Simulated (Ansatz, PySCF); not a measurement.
Gas-phase enthalpy of formation at 298 K, by the atomisation route, of CCOC (SMILES; C3H8O, methoxyethane). Each molecule is optimised on its own at B3LYP-D3(BJ)/def2-TZVP (Ansatz, a program for electronic structure), one conformer each, not searched for the lowest. Cores are frozen in the correlated levels unless marked. Open shells are spin-unrestricted. No spin-orbit coupling. Non-relativistic. CBS marks a two-point X^-3 extrapolation of the correlation energy; Hartree-Fock from the larger set. [CCSD(T)-MP2]/basis is that difference in the basis named. Thermal terms are rigid-rotor harmonic-oscillator values from B3LYP-D3(BJ) frequencies (PySCF) at 298.15 K and 1 atm. 1 Eh = 627.5095 kcal/mol.

| species | count | E, RI-MP2/CBS(cc-pVTZ,cc-pVQZ)+[CCSD(T)-MP2]/cc-pVTZ (Ansatz) (Eh) | E, PBE/def2-TZVPD (Ansatz) (Eh) | measured ΔHf at 0 K (kcal/mol) | H(298) - H(0) of the element (kcal/mol) |
|---|---|---|---|---|---|
| CCOC | 1 | -194.12481 | -194.16489 | - | - |
| C atom | 3 | -37.79136 | -37.79605 | 169.98 | 0.25 |
| H atom | 8 | -0.49995 | -0.49962 | 51.63 | 1.01 |
| O atom | 1 | -75.00444 | -75.01069 | 58.99 | 1.04 |

Molecule: zero-point energy 67.63, H(298) - H(0) 4.08 kcal/mol. The route leaves out scalar relativity and anharmonic zero-point terms, the atoms' spin-orbit terms, and in the frozen-core level the core correlation. Atomic data: G2/97 table in ASE.

Measured: -51.7 kcal/mol (G2/97 table in ASE (Curtiss et al.)). This is an older compilation, not checked against later work.

Q: Work out De, D0 and ΔHf at 0 and 298 K at both levels, and their errors against the measured value.

A: 
The atoms' values sum to 981.97 (0 K) and 9.87 (thermal), in kcal/mol.
- RI-MP2/CBS(cc-pVTZ,cc-pVQZ)+[CCSD(T)-MP2]/cc-pVTZ: De = 1096.06; D0 = 1096.06 - 67.63 = 1028.43; ΔHf(0 K) = 981.97 - 1028.43 = -46.46; ΔHf(298 K) = -46.46 + 4.08 - 9.87 = -52.25; error -0.5.
- PBE/def2-TZVPD: De = 1110.12; D0 = 1110.12 - 67.63 = 1042.49; ΔHf(0 K) = 981.97 - 1042.49 = -60.52; ΔHf(298 K) = -60.52 + 4.08 - 9.87 = -66.31; error -14.6.
